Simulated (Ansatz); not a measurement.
Abridged output of a molecular run in Ansatz:

```
Functional definition: HF
1456 factors; integrals over basis functions are off by at most 1.1e-3 eV
mean field evaluation 1: about -26480.2977 eV, gradient 3.1e1 eV
mean field evaluation 2: about -26480.6406 eV, gradient 3.1e1 eV
mean field evaluation 4: about -26483.1294 eV, gradient 4.2e0 eV
mean field evaluation 8: about -26483.1943 eV, gradient 3.0e-1 eV
mean field -26483.19471909 eV, -973.2394549725 hartree, gradient 4.9e-6 eV, S^2 0.000000; 0 other end points of the search recorded, 0 dependent functions left out
13 core orbitals not correlated: weight in the atoms' cores, before any rotation towards them, 1.000 or more for the frozen orbitals, at most 0.000 for the correlated occupied ones
reference -26483.19471909 eV, -973.2394549725 hartree; 16, 16 occupied and 218, 218 virtual orbitals, 1456 factors
second order -25.74637213 eV of doubles, -0.00000000 eV of singles
cycle   1  -26.32961137 eV  change   -5.8e-1 eV  update   1.1e-1
cycle   2  -26.96068928 eV  change   -6.3e-1 eV  update   3.2e-2
cycle   3  -27.09311927 eV  change   -1.3e-1 eV  update   1.6e-2
cycle   4  -27.08328085 eV  change    9.8e-3 eV  update   3.8e-3
cycle   5  -27.08133806 eV  change    1.9e-3 eV  update   1.8e-3
cycle   6  -27.08188641 eV  change   -5.5e-4 eV  update   6.2e-4
cycle   7  -27.08154821 eV  change    3.4e-4 eV  update   2.4e-4
cycle   8  -27.08145541 eV  change    9.3e-5 eV  update   7.6e-5
cycle   9  -27.08148907 eV  change   -3.4e-5 eV  update   2.7e-5
perturbative correction -1.13730250 eV, -0.0417950960 hartree
Total energy: -26511.41351066 eV, -974.2764764354 hartree
```

Its atoms:

Z-matrix (Å, degrees):
```
C
S 1 1.805
H 1 1.092 2 105.8
H 1 1.088 2 110.9 3 118.8
H 1 1.089 2 110.5 3 -118.2
S 2 2.032 1 103.0 3 176.0
C 6 1.790 2 102.9 1 85.4
F 7 1.376 6 112.8 2 -77.0
H 7 1.095 6 106.4 2 164.1
H 7 1.091 6 109.8 2 43.9
```

Question: Which basis set was used?
A. def2-SVPD
B. def2-TZVPP
C. cc-pV(Q+d)Z
D. def2-SVP

Answer: B. It gives 247 functions.

Question: Write the keys of the input that set method, charge and spin (a neutral closed shell needs none for the last two).

Answer: 
```yaml
correlation: {method: ccsd_t}
```
